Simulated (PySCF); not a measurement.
**A workflow on LiNH2 (SMILES [Li][NH2])**

Wanted: a structure relaxation (HF/def2-TZVP), then vibrational wavenumbers, then the energy (VV10/cc-pVQZ), then energy and one-electron properties (revPBE0-D3(0)/aug-pcseg-1) of LiNH2. The job is set up through a Python script.

The calculation is run with PySCF 2.14.0.

**1. The molecule**

LiNH2: 4 atoms, total charge 0, spin state singlet. As SMILES, `[Li][NH2]`. The shape comes from a force field and isn't a relaxed structure. The run starts from this shape.

Bond lengths: Li1–N2 1.899 Å, N2–H3 1.041 Å, N2–H4 1.066 Å. Angles: Li1–N2–H3 106.4°, Li1–N2–H4 109.8°, H3–N2–H4 105.6°.

**2. A structure relaxation at HF/def2-TZVP (sfX2C, density fitting) (run 1)**

run.py

```python
from pyscf import gto, scf
from pyscf.geomopt.geometric_solver import kernel as optimise

molecule = gto.M(
    atom=[
    ('Li', (-1.591700, -0.125600, -0.083200)),
    ('N', (0.298900, -0.191900, -0.247400)),
    ('H', (0.618600, 0.792400, -0.355400)),
    ('H', (0.729800, -0.535200, 0.665700)),
],
    charge=0,
    verbose=3,
    basis='def2-tzvp',
    max_memory=1860,
    spin=0,
)

mf = scf.RHF(molecule)
mf = mf.sfx2c1e()
mf = mf.density_fit()
converged, mol_eq = optimise(mf, maxsteps=100)
print('converged:', converged)
print(mol_eq.tostring())

mf.reset(mol_eq)
molecule = mol_eq
mf.kernel()
e_tot = mf.e_tot
print('E = %.10f Eh' % e_tot)
```

Run with:

```
OMP_NUM_THREADS=1 python run.py
```

The program printed:

```text
maxiter                   100
[... 22 lines left out ...]
> Will converge when all 5 criteria are reached:
[... 26 lines left out ...]
Step    0 : Gradient = 3.567e-02/4.587e-02 (rms/max) Energy = -63.0908221432
[... 47 lines left out ...]
converged SCF energy = -63.1046726467635
[... 56 lines left out ...]
converged SCF energy = -63.1047805916975
[... 10 lines left out ...]
Inverse iteration for Cartesians failed
[... 36 lines left out ...]
converged SCF energy = -63.1055610459376
[... 56 lines left out ...]
converged SCF energy = -63.1059855217816
[... 48 lines left out ...]
Converged! =D
[... 1 line left out ...]
converged: True
Li         -1.57201812       -0.19472311       -0.14495284
N           0.13956592       -0.00081818        0.00602589
H           0.71498719        0.69806944       -0.42088121
H           0.77306500       -0.56282814        0.53950817
converged SCF energy = -63.1059866754302
E = -63.1059866754 Eh
```

It took 5.7 s on 1 thread of Arm Neoverse V1, shared host; peak memory 0.15 GiB.

Step by step:

```
step  energy from the first frame kept (eV)  largest force (eV/Å)
   0                                 0.0000                2.3588
   1                                -0.2116                1.0405
   2                                -0.3168                0.9515
   3                                -0.3769                0.7339
   4                                -0.4012                0.6630
   5                                -0.3816                1.1103
   6                                -0.3798                1.2625
   7                                -0.3759                1.0533
   8                                -0.4011                0.6715
   9                                -0.4035                0.5206
  10                                -0.4115                0.1084
  11                                -0.4126                0.0335
  12                                -0.4126                0.0081
  13                                -0.4126                0.0006
```

After the run. Bond lengths: Li1–N2 1.729 Å, N2–H3 1.001 Å, N2–H4 1.001 Å. Angles: Li1–N2–H3 127.6°, Li1–N2–H4 127.6°, H3–N2–H4 104.8°.

**3. The harmonic vibrations at HF/def2-TZVP (sfX2C, density fitting) (run 2)**

job.py

```python
import numpy
from pyscf import gto, scf, symm
from pyscf.hessian import thermo

mol = gto.M(
    atom=[
    ('Li', (-1.247301, -0.141306, -0.110025)),
    ('N', (0.464283, 0.052599, 0.040954)),
    ('H', (1.039671, 0.751522, -0.385924)),
    ('H', (1.097801, -0.509369, 0.574470)),
],
    basis='def2-tzvp',
    max_memory=1860,
    verbose=3,
)

calc0 = scf.RHF(mol)
calc0 = calc0.x2c()
calc0 = calc0.density_fit()
calc0.kernel()

energy = calc0.e_tot
print(f'total energy: {energy:.8f} hartree')
hess = calc0.Hessian().kernel()
modes = thermo.harmonic_analysis(mol, hess)
print('frequencies (1/cm)', numpy.round(modes['freq_wavenumber'], 1))
symm.geom.TOLERANCE = 1e-3  # for the symmetry number
th = thermo.thermo(calc0, modes['freq_au'], 298.15, 101325)
thermo.dump_thermo(mol, th)
```

Run with:

```
OMP_NUM_THREADS=1 python job.py
```

The program printed:

```text
converged SCF energy = -63.1059866755832
total energy: -63.10598668 hartree
frequencies (1/cm) [ 430.1  479.7  860.4 1688.3 3691.  3748.6]
temperature 298.1500 [K]
pressure 101325.00 [Pa]
Rotational constants [GHz] 398.61002 30.71975 28.52166
Symmetry number 2
Zero-point energy (ZPE) 0.02483 [Eh]   65185.538 [J/mol]
                           tot       elec      trans        rot        vib
Entropy [J/mol/K]       222.439      0.000    147.831     67.338      7.271
Cv [J/mol/K]             38.727      0.000     12.472     12.472     13.783
Cp [J/mol/K]             47.041      0.000     20.786     12.472     13.783
Internal energy [J/mol]                      3718.434   3718.434  66723.095
Internal energy [Eh]   -63.07774  -63.10599
Enthalpy [J/mol]                             6197.391   3718.434  66723.095
Enthalpy [Eh]          -63.07680
Gibbs free energy [J/mol]                  -37878.319 -16358.393  64555.348
Gibbs free energy [Eh] -63.10206
```

Run time: 5.4 s. Hardware: 1 thread of Arm Neoverse V1, shared host; peak memory 0.2 GiB.

**4. A single-point energy at VV10/cc-pVQZ (Coulomb fitting set, SS(V)PE acetonitrile, nlc grid 1) (run 3)**

geometry.xyz

```xyz
4

Li    -1.572018    -0.194723    -0.144953
N      0.139566    -0.000818     0.006026
H      0.714987     0.698069    -0.420881
H      0.773065    -0.562828     0.539508
```

calc.py

```python
# [Li][NH2]
from pyscf import gto, dft, solvent

mol = gto.M(
    atom='geometry.xyz',
    verbose=4,
    max_memory=1860,
    basis='cc-pvqz',
)

ks = dft.RKS(mol)
ks.xc = 'vv10'
ks = ks.density_fit(auxbasis='def2-universal-jfit')
ks = ks.PCM()
ks.with_solvent.method = 'SS(V)PE'
ks.with_solvent.eps = 35.688  # acetonitrile
ks.nlcgrids.level = 1
ks.kernel()

etot = ks.e_tot
print('E(%s) = %.9f' % ('VV10', etot))
```

Run with:

```
OMP_NUM_THREADS=1 python calc.py
```

The program printed:

```text
PySCF version 2.14.0

[... 67 lines left out ...]
Solvent Energy = -0.00090178951310484
[... 7 lines left out ...]
Solvent Energy = -0.0214072044587844
[... 7 lines left out ...]
Solvent Energy = -0.0218158636041333
[... 7 lines left out ...]
Solvent Energy = -0.0222465129894085
[... 7 lines left out ...]
Solvent Energy = -0.0222466009236975
[... 5 lines left out ...]
converged SCF energy = -63.6236771631119
E(VV10) = -63.623677163
```

It took 27 s on 1 thread of Arm Neoverse V1, shared host; peak memory 0.48 GiB.

**5. The charge distribution at revPBE0-D3(0)/aug-pcseg-1 (sfX2C, density fitting) (run 4)**

job.py

```python
import numpy
from pyscf import gto, scf, dft, lo

mol = gto.M(
    atom=[
    ('Li', (-1.572018, -0.194723, -0.144953)),
    ('N', (0.139566, -0.000818, 0.006026)),
    ('H', (0.714987, 0.698069, -0.420881)),
    ('H', (0.773065, -0.562828, 0.539508)),
],
    verbose=4,
    max_memory=1860,
    basis='aug-pcseg-1',
)

mf = dft.RKS(mol, xc='revpbe0')
mf = mf.x2c()
mf = mf.density_fit()
mf.disp = 'd3zero'
mf.kernel()

energy = mf.e_tot
print(f'total energy: {energy:.8f} hartree')
mf.analyze()
quad = mf.quad_moment()
occ = mf.mo_coeff[:, mf.mo_occ > 0]
iaos = lo.vec_lowdin(lo.iao.iao(mol, occ), mf.get_ovlp())
c = iaos.T @ mf.get_ovlp() @ occ
pop_iao, q_iao = scf.hf.mulliken_pop(lo.iao.reference_mol(mol), (c * mf.mo_occ[mf.mo_occ > 0]) @ c.T, numpy.eye(c.shape[0]), verbose=0)
print('IAO charges', numpy.round(q_iao, 4))
```

Run with:

```
OMP_NUM_THREADS=1 python job.py
```

The program printed:

```text
PySCF version 2.14.0

[... 68 lines left out ...]
WARN: Even tempered Gaussians are generated as DF auxbasis for  N Li H
[... 30 lines left out ...]
DFT Exchange-Correlation Energy =       -9.549267841402608
[... 9 lines left out ...]
MO #7   energy= -0.0395181880741542 occ= 0
[... 7 lines left out ...]
MO #15  energy= 0.0650657315259902 occ= 0
[... 7 lines left out ...]
MO #23  energy= 0.196688838042603  occ= 0
[... 7 lines left out ...]
MO #31  energy= 0.443891438142336  occ= 0
[... 7 lines left out ...]
MO #39  energy= 0.998594674013392  occ= 0
[... 7 lines left out ...]
MO #47  energy= 2.18671116892608   occ= 0
[... 68 lines left out ...]
Dipole moment(X, Y, Z, Debye): -4.79390, -0.54318, -0.42290
[... 2 lines left out ...]
IAO charges [ 0.8867 -1.3368  0.2251  0.2251]
```

Wall time 1.9 s (1 thread of Arm Neoverse V1, shared host); peak memory 0.22 GiB.

Atomic charges (e):

```
atom  Mulliken     IAO
 Li1    +0.442  +0.887
  N2    -0.757  -1.337
  H3    +0.158  +0.225
  H4    +0.158  +0.225
```

**6. Results**

| quantity | value |
| --- | --- |
| run 1, HF/def2-TZVP: total energy at the end | -63.10599 Eh |
| run 1, HF/def2-TZVP: dipole moment | 4.90 D |
| run 1, HF/def2-TZVP: HOMO energy | -7.73 eV |
| run 1, HF/def2-TZVP: LUMO energy | 0.31 eV |
| run 1, HF/def2-TZVP: HOMO–LUMO gap | 8.04 eV |
| run 2, HF/def2-TZVP: lowest harmonic wavenumber | 430 cm⁻¹ |
| run 2, HF/def2-TZVP: highest harmonic wavenumber | 3749 cm⁻¹ |
| run 2, HF/def2-TZVP: zero-point energy | 65.2 kJ/mol |
| run 2, HF/def2-TZVP: ideal-gas entropy at 298.15 K (symmetry number 2 as used) | 53.2 cal/(mol K) |
| run 3, VV10/cc-pVQZ: total energy | -63.62368 Eh |
| run 3, VV10/cc-pVQZ: dipole moment | 5.21 D |
| run 3, VV10/cc-pVQZ: HOMO energy | -4.24 eV |
| run 3, VV10/cc-pVQZ: LUMO energy | -0.64 eV |
| run 3, VV10/cc-pVQZ: HOMO–LUMO gap | 3.60 eV |
| run 3, VV10/cc-pVQZ: solvent term in the energy | -58.4 kJ/mol |
| run 4, revPBE0-D3(0)/aug-pcseg-1: total energy | -63.46296 Eh |
| run 4, revPBE0-D3(0)/aug-pcseg-1: dipole moment | 4.84 D |
| run 4, revPBE0-D3(0)/aug-pcseg-1: HOMO energy | -4.70 eV |
| run 4, revPBE0-D3(0)/aug-pcseg-1: LUMO energy | -1.08 eV |
| run 4, revPBE0-D3(0)/aug-pcseg-1: HOMO–LUMO gap | 3.62 eV |
| run 4, revPBE0-D3(0)/aug-pcseg-1: dispersion energy | -0.44 kJ/mol |

The optimisation (run 1, HF/def2-TZVP) took 13 steps and changed the energy by -0.413 eV. Mulliken charges (run 1, HF/def2-TZVP) run from -1.18 on N2 to +0.77 on Li1; they depend strongly on the basis. All 6 modes (run 2, HF/def2-TZVP) are real, so the shape is a minimum at this level. Mulliken charges (run 4, revPBE0-D3(0)/aug-pcseg-1) run from -0.76 on N2 to +0.44 on Li1; in a basis this large or diffuse they mean little.
